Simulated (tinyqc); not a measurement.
Worked calculation: UHF in the sto-6g basis, for CH2, spin multiplicity 3. One step of it, computed by the program tinyqc.

Problem. Iteration 1: building the Fock matrix. J_ij = sum D_kl (ij|kl) with D = D(alpha) + D(beta), K_ij = sum D_kl (ik|jl) for each spin; F = H + J - K(s); E = tr D H + tr D J / 2 - 0.5 sum_s tr D(s) K(s) + E_nn.

D(alpha) at the start, order 1C 1s, 1C 2s, 1C 2px, 1C 2py, 1C 2pz, 2H 1s, 3H 1s:
```
[[1.336275, -0.316226, 0.000000, -0.000278, 0.004217, -0.011247, -0.011516],
 [-0.316226, 1.304771, 0.000000, 0.001104, -0.017136, 0.052074, 0.052883],
 [0.000000, 0.000000, 0.411467, 0.000000, 0.000000, 0.000000, 0.000000],
 [-0.000278, 0.001104, 0.000000, 0.376993, 0.000490, 0.035332, -0.034835],
 [0.004217, -0.017136, 0.000000, 0.000490, 0.402435, 0.016168, 0.015943],
 [-0.011247, 0.052074, 0.000000, 0.035332, 0.016168, 0.601746, 0.011557],
 [-0.011516, 0.052883, 0.000000, -0.034835, 0.015943, 0.011557, 0.600606]]
```

D(beta) at the start, order 1C 1s, 1C 2s, 1C 2px, 1C 2py, 1C 2pz, 2H 1s, 3H 1s:
```
[[0.801765, -0.189736, 0.000000, -0.000167, 0.002530, -0.006748, -0.006910],
 [-0.189736, 0.782863, 0.000000, 0.000663, -0.010281, 0.031245, 0.031730],
 [0.000000, 0.000000, 0.246880, 0.000000, 0.000000, 0.000000, 0.000000],
 [-0.000167, 0.000663, 0.000000, 0.226196, 0.000294, 0.021199, -0.020901],
 [0.002530, -0.010281, 0.000000, 0.000294, 0.241461, 0.009701, 0.009566],
 [-0.006748, 0.031245, 0.000000, 0.021199, 0.009701, 0.361048, 0.006934],
 [-0.006910, 0.031730, 0.000000, -0.020901, 0.009566, 0.006934, 0.360363]]
```

core Hamiltonian H = T + V (hartree), order 1C 1s, 1C 2s, 1C 2px, 1C 2py, 1C 2pz, 2H 1s, 3H 1s:
```
[[-18.682926, -4.292078, 0.000000, 0.000563, -0.009620, -0.509421, -0.562269],
 [-4.292078, -5.406929, 0.000000, 0.005391, -0.102802, -1.389461, -1.490154],
 [0.000000, 0.000000, -4.372544, 0.000000, 0.000000, 0.000000, 0.000000],
 [0.000563, 0.005391, 0.000000, -4.484639, 0.002162, -1.149456, 1.218704],
 [-0.009620, -0.102802, 0.000000, 0.002162, -4.402413, -0.607835, -0.643776],
 [-0.509421, -1.389461, 0.000000, -1.149456, -0.607835, -2.866314, -0.212917],
 [-0.562269, -1.490154, 0.000000, 1.218704, -0.643776, -0.212917, -2.931046]]
```

Two-electron integrals (ij|kl) in chemists' order, unique and non-zero (hartree):
```
(11|11) 3.543743    (21|11) 0.529462    (21|21) 0.100317    (22|11) 0.853596
(22|21) 0.199930    (22|22) 0.624844    (31|31) 0.021271    (32|31) 0.031868
(32|32) 0.138108    (33|11) 0.853598    (33|21) 0.199930    (33|22) 0.624843
(33|33) 0.673218    (41|41) 0.021271    (42|41) 0.031868    (42|42) 0.138108
(43|43) 0.036281    (44|11) 0.853598    (44|21) 0.199930    (44|22) 0.624843
(44|33) 0.600655    (44|44) 0.673218    (51|51) 0.021271    (52|51) 0.031868
(52|52) 0.138108    (53|53) 0.036281    (54|54) 0.036281    (55|11) 0.853598
(55|21) 0.199930    (55|22) 0.624843    (55|33) 0.600655    (55|44) 0.600655
(55|55) 0.673218    (61|11) 0.065357    (61|21) 0.011939    (61|22) 0.023472
(61|33) 0.023386    (61|41) 0.000696    (61|42) 0.001363    (61|44) 0.023590
(61|51) 0.000359    (61|52) 0.000704    (61|54) 0.000106    (61|55) 0.023440
(61|61) 0.001461    (62|11) 0.185084    (62|21) 0.044150    (62|22) 0.155669
(62|33) 0.151757    (62|41) 0.003975    (62|42) 0.028367    (62|44) 0.161021
(62|51) 0.002052    (62|52) 0.014648    (62|54) 0.004784    (62|55) 0.154227
(62|61) 0.005447    (62|62) 0.055530    (63|31) 0.004316    (63|32) 0.023188
(63|43) 0.005293    (63|53) 0.002733    (63|63) 0.006051    (64|11) 0.153049
(64|21) 0.036962    (64|22) 0.137663    (64|33) 0.131062    (64|41) 0.007092
(64|42) 0.045711    (64|44) 0.148925    (64|51) 0.001433    (64|52) 0.011630
(64|54) 0.006491    (64|55) 0.133003    (64|61) 0.004742    (64|62) 0.058026
(64|64) 0.065532    (65|11) 0.079028    (65|21) 0.019085    (65|22) 0.071083
(65|33) 0.067675    (65|41) 0.001433    (65|42) 0.011630    (65|44) 0.071432
(65|51) 0.005056    (65|52) 0.029193    (65|54) 0.007233    (65|55) 0.074143
(65|61) 0.002448    (65|62) 0.029962    (65|64) 0.030714    (65|65) 0.021910
(66|11) 0.364212    (66|21) 0.088470    (66|22) 0.355418    (66|33) 0.338507
(66|41) 0.008628    (66|42) 0.085393    (66|44) 0.378560    (66|51) 0.004455
(66|52) 0.044093    (66|54) 0.020682    (66|55) 0.349186    (66|61) 0.011016
(66|62) 0.172221    (66|64) 0.197234    (66|65) 0.101843    (66|66) 0.774999
(71|11) 0.072179    (71|21) 0.013183    (71|22) 0.025908    (71|33) 0.025812
(71|41) -0.000769   (71|42) -0.001503   (71|44) 0.026039    (71|51) 0.000397
(71|52) 0.000776    (71|54) -0.000117   (71|55) 0.025872    (71|61) 0.001558
(71|62) 0.005578    (71|64) 0.004486    (71|65) 0.002518    (71|66) 0.011153
(71|71) 0.001781    (72|11) 0.199337    (72|21) 0.047526    (72|22) 0.166990
(72|33) 0.162818    (72|41) -0.004286   (72|42) -0.030303   (72|44) 0.172702
(72|51) 0.002212    (72|52) 0.015638    (72|54) -0.005100   (72|55) 0.165451
(72|61) 0.005440    (72|62) 0.038562    (72|64) 0.030132    (72|65) 0.020245
(72|66) 0.089222    (72|71) 0.006471    (72|72) 0.063103    (73|31) 0.004711
(73|32) 0.025133    (73|43) -0.005692   (73|53) 0.002937    (73|63) 0.003819
(73|73) 0.006992    (74|11) -0.163071   (74|21) -0.039372   (74|22) -0.146194
(74|33) -0.139133   (74|41) 0.007686    (74|42) 0.049036    (74|44) -0.158256
(74|51) -0.001535   (74|52) -0.012335   (74|54) 0.006931    (74|55) -0.141194
(74|61) -0.004324   (74|62) -0.029713   (74|64) -0.020298   (74|65) -0.015371
(74|66) -0.067129   (74|71) -0.005581   (74|72) -0.065325   (74|74) 0.073333
(75|11) 0.084153    (75|21) 0.020318    (75|22) 0.075444    (75|33) 0.071800
(75|41) -0.001535   (75|42) -0.012335   (75|44) 0.075794    (75|51) 0.005503
(75|52) 0.031499    (75|54) -0.007753   (75|55) 0.078738    (75|61) 0.002431
(75|62) 0.020091    (75|64) 0.015448    (75|65) 0.014146    (75|66) 0.048567
(75|71) 0.002880    (75|72) 0.033711    (75|74) -0.034235   (75|75) 0.024659
(76|11) 0.026080    (76|21) 0.006241    (76|22) 0.022761    (76|33) 0.022198
(76|41) 0.000005    (76|42) 0.000054    (76|44) 0.022926    (76|51) 0.000487
(76|52) 0.003690    (76|54) 0.000013    (76|55) 0.023158    (76|61) 0.000747
(76|62) 0.007007    (76|64) 0.006491    (76|65) 0.004153    (76|66) 0.020160
(76|71) 0.000824    (76|72) 0.007417    (76|74) -0.006769   (76|75) 0.004361
(76|76) 0.001127    (77|11) 0.374969    (77|21) 0.091061    (77|22) 0.364596
(77|33) 0.346872    (77|41) -0.009097   (77|42) -0.088855   (77|44) 0.388861
(77|51) 0.004694    (77|52) 0.045854    (77|54) -0.021668   (77|55) 0.358054
(77|61) 0.010394    (77|62) 0.085131    (77|64) 0.064786    (77|65) 0.046765
(77|66) 0.209050    (77|71) 0.012529    (77|72) 0.185304    (77|74) -0.210478
(77|75) 0.108618    (77|76) 0.020160    (77|77) 0.774999
```

nuclear repulsion = 4.67078397 hartree

Give: Coulomb J; exchange K(alpha); exchange K(beta); F(alpha); F(beta); total energy of this density.

Solution.

Coulomb J (hartree), order 1C 1s, 1C 2s, 1C 2px, 1C 2py, 1C 2pz, 2H 1s, 3H 1s:
```
[[11.2647, 2.0268, 0.0000, -0.0005, 0.0089, 0.2450, 0.2705],
 [2.0268, 4.9029, 0.0000, -0.0034, 0.0904, 1.2474, 1.3380],
 [0.0000, 0.0000, 4.8680, 0.0000, 0.0000, 0.0000, 0.0000],
 [-0.0005, -0.0034, 0.0000, 4.9507, -0.0010, 1.1174, -1.1869],
 [0.0089, 0.0904, 0.0000, -0.0010, 4.8900, 0.5904, 0.6266],
 [0.2450, 1.2474, 0.0000, 1.1174, 0.5904, 3.1335, 0.1832],
 [0.2705, 1.3380, 0.0000, -1.1869, 0.6266, 0.1832, 3.1916]]
```

exchange K(alpha) (hartree), order 1C 1s, 1C 2s, 1C 2px, 1C 2py, 1C 2pz, 2H 1s, 3H 1s:
```
[[4.5584, 0.7152, 0.0000, -0.0006, 0.0043, 0.0979, 0.1080],
 [0.7152, 1.0964, 0.0000, -0.0046, 0.0427, 0.3733, 0.3992],
 [0.0000, 0.0000, 0.5075, 0.0000, 0.0000, 0.0000, 0.0000],
 [-0.0006, -0.0046, 0.0000, 0.5864, -0.0021, 0.2334, -0.2482],
 [0.0043, 0.0427, 0.0000, -0.0021, 0.5284, 0.1266, 0.1339],
 [0.0979, 0.3733, 0.0000, 0.2334, 0.1266, 0.6089, 0.0817],
 [0.1080, 0.3992, 0.0000, -0.2482, 0.1339, 0.0817, 0.6242]]
```

exchange K(beta) (hartree), order 1C 1s, 1C 2s, 1C 2px, 1C 2py, 1C 2pz, 2H 1s, 3H 1s:
```
[[2.7350, 0.4291, 0.0000, -0.0004, 0.0026, 0.0588, 0.0648],
 [0.4291, 0.6579, 0.0000, -0.0028, 0.0256, 0.2240, 0.2395],
 [0.0000, 0.0000, 0.3045, 0.0000, 0.0000, 0.0000, 0.0000],
 [-0.0004, -0.0028, 0.0000, 0.3518, -0.0013, 0.1400, -0.1489],
 [0.0026, 0.0256, 0.0000, -0.0013, 0.3170, 0.0759, 0.0804],
 [0.0588, 0.2240, 0.0000, 0.1400, 0.0759, 0.3654, 0.0490],
 [0.0648, 0.2395, 0.0000, -0.1489, 0.0804, 0.0490, 0.3745]]
```

F(alpha) (hartree), order 1C 1s, 1C 2s, 1C 2px, 1C 2py, 1C 2pz, 2H 1s, 3H 1s:
```
[[-11.9766, -2.9804, 0.0000, 0.0007, -0.0050, -0.3624, -0.3998],
 [-2.9804, -1.6004, 0.0000, 0.0066, -0.0552, -0.5153, -0.5513],
 [0.0000, 0.0000, -0.0120, 0.0000, 0.0000, 0.0000, 0.0000],
 [0.0007, 0.0066, 0.0000, -0.1203, 0.0033, -0.2654, 0.2800],
 [-0.0050, -0.0552, 0.0000, 0.0033, -0.0408, -0.1440, -0.1512],
 [-0.3624, -0.5153, 0.0000, -0.2654, -0.1440, -0.3418, -0.1114],
 [-0.3998, -0.5513, 0.0000, 0.2800, -0.1512, -0.1114, -0.3637]]
```

F(beta) (hartree), order 1C 1s, 1C 2s, 1C 2px, 1C 2py, 1C 2pz, 2H 1s, 3H 1s:
```
[[-10.1532, -2.6944, 0.0000, 0.0005, -0.0033, -0.3232, -0.3566],
 [-2.6944, -1.1619, 0.0000, 0.0047, -0.0381, -0.3660, -0.3916],
 [0.0000, 0.0000, 0.1910, 0.0000, 0.0000, 0.0000, 0.0000],
 [0.0005, 0.0047, 0.0000, 0.1143, 0.0024, -0.1721, 0.1807],
 [-0.0033, -0.0381, 0.0000, 0.0024, 0.1706, -0.0934, -0.0976],
 [-0.3232, -0.3660, 0.0000, -0.1721, -0.0934, -0.0982, -0.0787],
 [-0.3566, -0.3916, 0.0000, 0.1807, -0.0976, -0.0787, -0.1140]]
```

total energy of this density = -38.603948 hartree

This density is the starting one; it is not idempotent, so its energy is not variational and may lie below the converged one.
